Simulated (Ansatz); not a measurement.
Basis-set extrapolation for trisilane, H8Si3 (PBE0-D4/def2-TZVP geometry, frozen core, the Gaussian-basis code of Ansatz). Multiplicity 1, RHF reference.

```
                      def2-TZVPP   def2-QZVPP
                 HF  -871.473527  -871.500463
    MP2 correlation    -0.388890    -0.416706
CCSD(T) correlation    -0.473987      not run
```

Energies in hartree. Use E(X) = E(∞) + A·exp(−7.88·√X) for Hartree–Fock and E(X) = E(∞) + B·X^(−2.97) for correlation, with X = 3 and 4, and add CCSD(T) minus MP2 of the smaller set to the MP2 limit.

Task: What is the CCSD(T) energy at the basis-set limit?

Result: HF limit: -871.500463 + (-0.026936) × 0.13774 = -871.50417. MP2 limit: -0.416706 + (-0.027816) × 0.74074 = -0.43731. Higher-order term: -0.473987 − (-0.388890) = -0.08510. Total: -872.02658 hartree, 207.6 kJ/mol below CCSD(T)/def2-TZVPP.
